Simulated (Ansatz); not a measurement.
System: 1T (CdI2-type) HfS2. Method: RPBE (Ansatz, a program for electronic structure, plane waves, PAW).

Settings: plane-wave cutoff 520 eV, 12×12×6 k mesh (along the axes of the cell as run), Fermi–Dirac smearing 0.01 eV, scalar-relativistic PAW data made under PBE.

Cell (relaxed at this level):

```
CELL_PARAMETERS angstrom
      1.84412    -3.19410     0.00000
      1.84412     3.19410     0.00000
      0.00000     0.00000     7.69062
ATOMIC_POSITIONS crystal
  Hf 0.00000 0.00000 0.00000
  S  0.33333 0.66667 0.18822
  S  0.66667 0.33333 0.81178
```

Task: What does this level give for the bulk modulus B0, band gap and smallest direct gap on the k points sampled?

Result: 
bulk modulus B0: 1.64 GPa
band gap: 1.43 eV
smallest direct gap on the k points sampled: 2.16 eV

Measured, for comparison: band gap 1.8 eV (temperature not stated, no zero-point or thermal correction, fundamental, indirect, our sources range from 1.80 to 1.96; as tabulated in Rybak et al. (2022), arXiv:2210.12074).

Note: for a layered or molecular solid the relaxed cell lies over 5 % above the published volume, where the minimum can be shallow; the cell comes from a level without a dispersion term, which matters for the spacing of layers, chains or molecules; the bulk modulus comes from volumes at which shape and atoms were relaxed.

Spin–orbit coupling is not included.

The computed numbers hold no vibrational or temperature effects.

The result took roughly 7 core-minutes.
